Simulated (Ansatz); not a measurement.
Input file for Ansatz (a quantum-chemistry and plane-wave program): U-PBE/def2-TZVPP on NH2 (SMILES [NH2]), 2S+1 = 2, atoms moved off the minimum.

Ansatz 0.2 input:
```yaml
crystal:
  periodic: [false, false, false]
  atoms:
    - {symbol: N, position_ang: [-0.04398549, 0.09223798, 0.02109003]}
    - {symbol: H, position_ang: [-0.75392786, -0.45778696, -0.07611196]}
    - {symbol: H, position_ang: [0.82767571, -0.48461221, -0.09074892]}
basis:
  gaussian:
    orbitals: def2-TZVPP
hamiltonian:
  xc: {name: PBE}
magnetization: {spin_polarized: true, initial_magnetization: 1}
output: {forces: true}
```

The head of its log:

```
WARN ansatz: RAYON_NUM_THREADS=1 ignored (pool sized by the plan → 1); use --threads N
Functional definition: PBE
integrals: 0.00 GiB planned
273 factors; their error is unknown
mean field: 0.10 GiB planned
mean field evaluation 1: about -1514.6526 eV, gradient 3.2e1 eV
mean field evaluation 2: about -1508.5590 eV, gradient 4.7e1 eV
```

What total energy does the run end on?

-55.8137 hartree.
